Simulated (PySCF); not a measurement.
**Relaxation of triplet C₄**

All numbers come from UPBE0/[C def2-TZVP], no relativity, density fitting, PySCF. A (50,194) grid was used.

A hand-made rhombus start, of D2h symmetry, held to at least that symmetry:

Coordinates in bohr (charge 0 multiplicity 3):
```
C     0.0000    1.4173    0.0000
C     0.0000   -1.4173    0.0000
C     2.4548    0.0000    0.0000
C    -2.4548    0.0000    0.0000
```

Q: What does it relax to?

A: It ends at D2h with C–C 1.424 Å (×4), C–C 1.557 Å; C–C–C 56.8° (×4), C–C–C 66.3° (×2), C–C–C 113.7° (×2). No frequency check is given, so it may be a saddle point. Other isomers or separated fragments may lie lower.

Q: How much energy is released, and in how many steps?

A: 52.6 kJ/mol in 4 steps.

At this level a broken-symmetry Ms = 0 minimum of D2h symmetry lies 76 kJ/mol below this structure.
